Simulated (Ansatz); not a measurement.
# SiH₅ radical: search for a transition state

Aim: find the saddle point of a hydrogen abstraction that is to form H1–H3 and break H1–Si2, prove it by its vibrations, and relax downhill on both sides to see what it joins.

Method: PBE0-D4, def2-SVP first, then def2-TZVP; program: Ansatz 0.2.0, Gaussian basis.

### 1 Starting geometry

The guess: 6 atoms, charge 0, spin multiplicity 2.

Atoms are counted from 1 here; the program's logs count them from 0.

Bond lengths: Si2–H4 1.453 Å, Si2–H5 1.453 Å, Si2–H6 1.453 Å. Angles: H4–Si2–H5 113.6°, H4–Si2–H6 113.6°, H5–Si2–H6 113.6°.

As a file:

```xyz
6

H    -1.08440   -0.62760   -0.23570
Si    0.51350    0.29360    0.10720
H    -1.92140   -1.10190   -0.40500
H     0.38730    0.74200    1.48400
H     0.53710    1.37970   -0.85820
H     1.56800   -0.68580   -0.09230
```

Distances that are to change: H1–H3 0.98 Å, H1–Si2 1.88 Å.

### 2 Relaxing the guess with the reacting distances held

File hold/in.yaml:

```yaml
crystal:
  periodic: [false, false, false]
  atoms:
    - {symbol: H, position_ang: [-1.084400, -0.627600, -0.235700]}
    - {symbol: Si, position_ang: [0.513500, 0.293600, 0.107200]}
    - {symbol: H, position_ang: [-1.921400, -1.101900, -0.405000]}
    - {symbol: H, position_ang: [0.387300, 0.742000, 1.484000]}
    - {symbol: H, position_ang: [0.537100, 1.379700, -0.858200]}
    - {symbol: H, position_ang: [1.568000, -0.685800, -0.092300]}
basis:
  gaussian: {orbitals: def2-SVP}
magnetization: {spin_polarized: true, initial_magnetization: 1}
hamiltonian: {xc: pbe0, dispersion: d4}
relax: {f_tol: 0.08, max_steps: 120, escape_saddle: false, constraints: [{distance: [0, 2]}, {distance: [0, 1]}]}
```

On the command line:

```bash
$ ansatz run in.yaml --threads 2 --pin off --events-out ev --progress --plain --max-ram 4352MiB
```

After this run come: A starting Hessian; Saddle search in the small basis; Saddle search in triple zeta; Vibrations at the point found; Relaxing after a step of 0.30 Å one way along the mode; Relaxing after a step of 0.30 Å the other way along the mode.

Before running it: what results should come out? Wanted: imaginary mode; barrier from the start side; barrier from the end side; energy of the step; pairs that change; zero-point energy at the saddle.

**Answer**, as computed:

| quantity | value |
| --- | --- |
| imaginary mode | 694i cm⁻¹ |
| barrier from the start side | 2.3 kcal/mol |
| barrier from the end side | 14.9 kcal/mol |
| energy of the step | -12.6 kcal/mol |
| pairs that change | H1–H3 formed, H1–Si2 broken |
| zero-point energy at the saddle | 0.827 eV |

The point has a single imaginary mode (694i cm⁻¹), as a transition state must. Going downhill both ways gives the intended start and end. At PBE0-D4/def2-TZVP the electronic barrier is 2.3 kcal/mol, about 4 kT at 298 K, and the step runs 12.6 kcal/mol downhill. Lower complexes than these ends may exist.
